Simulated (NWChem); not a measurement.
**One shape, several levels: SOF2 (thionyl fluoride)**

Aim: a comparison of 6 runs (HF/STO-3G, HF/def2-SVP, HF/aug-cc-pVDZ, PBE0/def2-SVP, B3LYP/6-31G*, MP2/pcseg-1) of SOF2 (thionyl fluoride). 

The results are computed with NWChem 7.3.0.

**1. The molecule**

SOF2: 4 atoms, total charge 0, spin state singlet. As SMILES, `O=S(F)F`. The coordinates come from a PBE0-D4/def2-TZVP relaxation.

Bond lengths: O1–S2 1.419 Å, S2–F3 1.588 Å, S2–F4 1.588 Å. Angles: O1–S2–F3 106.5°, O1–S2–F4 106.4°, F3–S2–F4 93.0°.

**2. Energy and forces at HF/STO-3G (run 1)**

File sp.xyz:

```xyz
4

O      0.932400     0.066600    -1.017800
S     -0.151300    -0.426200    -0.245700
F     -1.124400     0.804200     0.000400
F      0.343300    -0.444600     1.263100
```

File sp.nw:

```
start sp
memory stack 880 mb heap 220 mb global 1100 mb

geometry units angstrom noautosym nocenter noautoz
  load format xyz sp.xyz
end

basis spherical bse
  * library STO-3G
end

scf
  thresh 1e-08
  maxiter 80
end

task scf gradient
```

The run is started by

```
$ nwchem sp.nw > sp.out
```

The log of the run:

```text
[...]
  functions       =    24
[...]
  wavefunction    = RHF
[...]
         Total SCF energy =   -662.839803433273
      One-electron energy =  -1310.377505793301
      Two-electron energy =    453.608171180028
 Nuclear repulsion energy =    193.929531180000
        Time for solution =      0.9s
[...]
                         RHF ENERGY GRADIENTS
    atom               coordinates                        gradient
                 x          y          z           x          y          z
   1 O       1.761981   0.125856  -1.923363   -0.170530  -0.083728   0.115398
   2 S      -0.285916  -0.805401  -0.464306    0.156143   0.148117  -0.035024
   3 F      -2.124808   1.519718   0.000756    0.037031  -0.057590  -0.014520
   4 F       0.648743  -0.840172   2.386913   -0.022644  -0.006799  -0.065855
[...]
```

Run time: 2 s. Hardware: 1 thread of Intel Xeon, shared host; peak memory 0.099 GiB.

**3. Energy and forces at HF/def2-SVP (run 2)**

File run.py:

```python
from ase import Atoms
from ase.calculators.nwchem import NWChem

molecule = Atoms(['O', 'S', 'F', 'F'], positions=[
    [0.932400, 0.066600, -1.017800],
    [-0.151300, -0.426200, -0.245700],
    [-1.124400, 0.804200, 0.000400],
    [0.343300, -0.444600, 1.263100],
])

calc = NWChem(
    label='f2os',
    theory='scf',
    memory='2200 mb',
    basis='def2-SVP',
    basispar='spherical bse',
    scf={'nopen': '0', 'rhf': None, 'thresh': '1e-08', 'maxiter': '80', 'print': 'low'},
)
molecule.calc = calc

forces = molecule.get_forces()
print(f"energy = {molecule.get_potential_energy():.6f} eV")
print("forces (eV/A):")
for s, f in zip(molecule.symbols, forces):
    print(f"{s:2s} {f[0]:10.5f} {f[1]:10.5f} {f[2]:10.5f}")
```

The run is started by

```
$ export ASE_NWCHEM_COMMAND="nwchem PREFIX.nwi > PREFIX.nwo"
$ python run.py
```

The log of the run:

```text
energy = -18254.357063 eV
forces (eV/A):
O    -0.77755   -0.33558    0.57089
S     0.61316    0.67270   -0.04541
F     0.38603   -0.42670   -0.00144
F    -0.22168    0.08958   -0.52404
```

The calculator wrote f2os.nwi:

```
title "f2os"

permanent_dir f2os

scratch_dir f2os

start f2os

geometry units angstrom nocenter noautosym noautoz
  O  9.3240000000000001e-01 6.6600000000000006e-02 -1.0178000000000000e+00
  S  -1.5129999999999999e-01 -4.2620000000000002e-01 -2.4570000000000000e-01
  F  -1.1244000000000001e+00 8.0420000000000003e-01 4.0000000000000002e-04
  F  3.4329999999999999e-01 -4.4460000000000000e-01 1.2630999999999999e+00
end

memory 2200 mb

basis spherical bse noprint
   * library def2-SVP
end

scf
  nopen 0
  rhf
  thresh 1e-08
  maxiter 80
  print low
end

task scf gradient
```

f2os.nwo:

```text
Northwest Computational Chemistry Package (NWChem) 7.3.0
             --------------------------------------------------------

           Job information
           ---------------

    nwchem branch   = 7.3.0
    use scalapack   = T
    input           = f2os.nwi
    prefix          = f2os.
    data base       = f2os/f2os.db
    status          = startup
    nproc           =        1

           Memory information
           ------------------

    heap     =     72089598 doubles =      550.0 Mbytes
    stack    =     72089595 doubles =      550.0 Mbytes
    global   =    144179200 doubles =     1100.0 Mbytes (distinct from heap & stack)
    total    =    288358393 doubles =     2200.0 Mbytes
    verify   = yes
    hardfail = no

           Directory information
           ---------------------

  0 permanent = f2os
  0 scratch   = f2os

                                NWChem Input Module
                                -------------------

                                       f2os
                                       ----

[... 24 lines left out ...]
            Nuclear Dipole moment (a.u.)
[... 41 lines left out ...]
                                       f2os

  ao basis        = "ao basis"
  functions       =    60
  atoms           =     4
  closed shells   =    21
  open shells     =     0
  charge          =   0.00
  wavefunction    = RHF
  input vectors   = atomic
  output vectors  = f2os/f2os.movecs
  use symmetry    = F
  symmetry adapt  = F

 Forming initial guess at       0.0s

 Starting SCF solution at       0.1s

       Final RHF  results
       ------------------

         Total SCF energy =   -670.835254284775
      One-electron energy =  -1314.687545952584
      Two-electron energy =    449.922760487808
 Nuclear repulsion energy =    193.929531180000

        Time for solution =      3.2s

                              NWChem Gradients Module
                              -----------------------

                         RHF ENERGY GRADIENTS

    atom               coordinates                        gradient
                 x          y          z           x          y          z
   1 O       1.761981   0.125856  -1.923363    0.015121   0.006526  -0.011102
   2 S      -0.285916  -0.805401  -0.464306   -0.011924  -0.013082   0.000883
   3 F      -2.124808   1.519718   0.000756   -0.007507   0.008298   0.000028
   4 F       0.648743  -0.840172   2.386913    0.004311  -0.001742   0.010191

 Task  times  cpu:        4.5s     wall:        4.5s
 Total times  cpu:        4.5s     wall:        4.5s
```

Wall time 6 s (1 thread of Intel Xeon, shared host); peak memory 0.1 GiB.

Runs 3 to 5 aren't shown in full; the table further down has their settings and results.

**4. Energy and forces at MP2/pcseg-1 (run 6)**

File sp.nw:

```
start sp
title "F2OS"
memory stack 880 mb heap 220 mb global 1100 mb

geometry noautosym nocenter noautoz
   O      0.932400     0.066600    -1.017800
   S     -0.151300    -0.426200    -0.245700
   F     -1.124400     0.804200     0.000400
   F      0.343300    -0.444600     1.263100
end

basis "ao basis" spherical bse
   O library pcseg-1
   S library pcseg-1
   F library pcseg-1
end

scf
   thresh 1e-08
   maxiter 80
end

mp2
   freeze core 8
   tight
end

task mp2 gradient
```

The run is started by

```
$ nwchem sp.nw > sp.out
```

The log of the run:

```text
[...]
  functions       =    60
[...]
  wavefunction    = RHF
[...]
         Total SCF energy =   -671.077568277505
      One-electron energy =  -1314.826884472369
      Two-electron energy =    449.819785014864
 Nuclear repulsion energy =    193.929531180000
        Time for solution =      5.8s
[...]
          Total MP2 energy          -671.779808468537
[...]
                         mp2 ENERGY GRADIENTS
    atom               coordinates                        gradient
                 x          y          z           x          y          z
   1 O       1.761981   0.125856  -1.923363   -0.036929  -0.015330   0.027773
   2 S      -0.285916  -0.805401  -0.464306    0.021389   0.048019   0.022600
   3 F      -2.124808   1.519718   0.000756    0.028216  -0.033748  -0.007595
   4 F       0.648743  -0.840172   2.386913   -0.012676   0.001059  -0.042777
[...]
```

It took 17 s on 1 thread of Intel Xeon, shared host; peak memory 0.15 GiB.

**5. All runs side by side**

```tsv
run	level	iteration cap	module	energy (Eh)	dipole moment (D)	largest force (eV/Å)	wall time
1	HF/STO-3G	80	scf	-662.839803	2.37	11.430	2 s
2	HF/def2-SVP	80	scf	-670.835254	–	1.021	6 s
3	HF/aug-cc-pVDZ	80	scf	-671.238169	2.11	0.662	72 s
4	PBE0/def2-SVP	100	dft	-672.300699	–	1.522	11 s
5	B3LYP/6-31G* (spherical functions)	100	dft	-673.035193	1.73	2.127	16 s
6	MP2/pcseg-1	80	mp2	-671.779808	1.84	2.942	17 s
```

**6. What came out**

| quantity | value |
| --- | --- |
| run 6: total energy | -671.77981 Eh |
| run 6: dipole moment (of the density that the program reports) | 1.84 D |
| run 6: HOMO energy (Hartree–Fock orbitals) | -13.65 eV |
| run 6: LUMO energy (Hartree–Fock orbitals) | 2.86 eV |
| run 6: HOMO–LUMO gap (Hartree–Fock orbitals) | 16.51 eV |
| run 6: correlation energy (8 core orbitals frozen) | -702.2 mEh |
| run 6: largest force on an atom | 2.942 eV/Å |

In words: Over runs 1, 3, 5, 6 the dipole moment (its size) runs from 1.73 D (B3LYP/6-31G*) to 2.37 D (HF/STO-3G). The two ends differ in method and basis. Totals of different functionals can't be ranked against each other. In run 1 the basis is minimal, so the values are rough. All runs together took 2.1 min, the longest 72 s.
